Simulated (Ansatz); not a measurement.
CH4MgO, SMILES `[CH3][Mg][OH]`, relaxed with RKS PBE0-D4/def2-TZVP in Ansatz from a PBE-D4/def2-SVP geometry. The force threshold is 0.005 eV/Å; the program also tests the step.

Total charge 0; spin multiplicity 1.

Start:

```xyz
7

C    -0.102    0.720    1.150
Mg    0.036   -0.379   -0.627
O     0.036   -1.265   -2.190
H    -0.738    0.208    1.902
H    -0.543    1.725    0.974
H     0.896    0.877    1.614
H     0.415   -1.886   -2.823
```

Task: How much energy does the relaxation release, and in how many steps? (An estimate is asked.)

Result: Ansatz gave: 2.94 kJ/mol, in 12 steps, 3 of them rejected.

Task: Which bonds change most? (Estimate.)

Result: Computed: Mg2–O3 from 1.796 to 1.764 Å; C1–Mg2 from 2.094 to 2.073 Å; O3–H7 from 0.964 to 0.946 Å; C1–H6 from 1.111 to 1.094 Å.

Task: Give the relaxed structure. (Best estimate.)

Result: Ansatz gave: 
```xyz
7

C    -0.106    0.721    1.143
Mg    0.056   -0.381   -0.606
O     0.191   -1.318   -2.094
H    -0.738    0.216    1.880
H    -0.546    1.706    0.958
H     0.870    0.883    1.609
H     0.274   -1.826   -2.889
```
